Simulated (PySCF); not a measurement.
Static response to an electric field

Compound: 3-chlorothiophene, C4H3ClS.
Geometry (GFN2-xTB, Å), atoms numbered from 1 in this order:
```
atom  x, y, z in Å
Cl1    2.3715   -0.9634    0.5494
C2     0.8725   -0.2085    0.1795
C3    -0.3461   -0.9231    0.0678
C4    -1.3829   -0.1029   -0.2303
S5    -0.8937    1.5378   -0.3782
C6     0.7367    1.1272   -0.0348
H7    -0.4247   -1.9852    0.2053
H8    -2.4128   -0.3605   -0.3733
H9     1.4930    1.8847   -0.0105
```

Level: CAM-B3LYP/def2-SVPD (PySCF), static field, nuclei fixed, core orbitals frozen in the response. The polarisability tensor in these axes (au):

```
x    90.14 -10.82   8.58
y   -10.82  83.93  -6.74
z     8.58  -6.74  52.38
```

Give the principal values, the mean and the anisotropy Δα = √{½[(α1 − α2)² + (α2 − α3)² + (α1 − α3)²]}.

Principal values 49.91, 75.78 and 100.75 au; mean 75.48 au = 11.19 Å³ = 12.45 × 10⁻⁴⁰ C²·m²/J; Δα = 44.03 au (58 % of the mean).

What is the dipole moment, and where does it point?

(-1.28, 0.29, -0.27) D, 1.34 D in size, pointing from the negative to the positive side. Measured along this direction, the outermost atoms are Cl1 at the negative end and H8 at the positive end.

What would n − 1 = 2πNα be for an ideal gas of these molecules at 350 K and 1 atm, electronic part alone?

N = p/kT = 2.0968 × 10¹⁹ cm⁻³, so n − 1 = 2π × N × 11.19 × 10⁻²⁴ cm³ = 1474 × 10⁻⁶ at long wavelengths, for an ideal gas.

Sum over states: ᾱ = Σ f/ω², ω in Eh. What share falls to these 8 lowest TDDFT singlets (eV, f)? 5.62, 0.0909; 5.97, 0.0782; 5.99, 0.0006; 6.40, 0.0013; 6.61, 0.0009; 6.90, 0.0138; 7.13, 0.0076; 7.29, 0.2903.

They add up to 8.17 au, 10.8 % of the 75.48 au; the largest single term is 4.04 au, from the state at 7.29 eV. Terms in order: 2.13, 1.62, 0.01, 0.02, 0.02, 0.21, 0.11, 4.04 au. Higher excitations give the rest. The strengths listed sum to 0.484.

Find the Langevin capture rate constant for O2+ (31.990 u) meeting this molecule (117.964 u), k = 2.342 × 10⁻⁹ cm³/s × √(α in Å³ / reduced mass in u).

The reduced mass is 25.17 u, so k = 1.56 × 10⁻⁹ cm³/s. The formula leaves out the permanent dipole, which adds to the capture rate.

What depolarisation ratio follows for Rayleigh scattering of linearly polarised light, taking the static tensor?

ρ = 3Δα²/(45ᾱ² + 4Δα²) = 5816.0/(256389 + 7754.6) = 0.022.

What are the principal values of the traceless quadrupole moment, Θ = ½Σq(3rr − r²1), about the centre of nuclear charge?

-5.53, -2.16, 7.69 D·Å. The values depend on the origin, since the dipole doesn't vanish. The electronic extent ⟨r²⟩ about the same centre is 853 bohr², a root-mean-square distance of 1.99 Å for the 60 electrons.

Geometry: GFN2-xTB; no solvent, vibrations or thermal averaging.
